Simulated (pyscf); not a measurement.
boron trifluoride (F–B(F)–F) + borane (BH₃) → hydrogen fluoride (HF) + H₂B–B(F)–F (four-centre exchange; singlet surface; B–F, B–H broken, F–H, B–B formed). Structures and frequencies: ωB97X-D3(BJ)/def2-SVP in PySCF. MP2 and CC: frozen core, UHF for open shells. ΔMP2 is the change of the MP2 total energy from the triple- to the quadruple-zeta basis. Energies in kcal/mol from the separated reactants.

```
level                             barrier  reaction energy
--------------------------------  -------  ---------------
r²SCAN/def2-TZVP                     54.6            +38.7
PBE0-D3(BJ)/def2-TZVP                54.9            +36.1
M06-2X/def2-TZVP                     62.5            +40.3
ωB97M-D3(BJ)/def2-TZVP               60.4            +38.4
MP2/def2-QZVPP                       61.9            +37.0
CCSD(T)/def2-TZVPP                   62.8            +37.2
CCSD(T)/def2-TZVPP + ΔMP2(QZVPP)     62.5            +36.4
```

Of the functionals in the table, M06-2X is closest to CCSD(T)/def2-TZVPP + ΔMP2(QZVPP) in the barrier (0.0 kcal/mol apart) and r²SCAN least close (7.9 kcal/mol); that level has limits of its own. At the saddle there is also a short B–H contact that neither side keeps. This is the saddle that the search found; another between the same sides may lie lower. The CCSD(T) − MP2 part came from Ansatz, without density fitting, on the same reference.
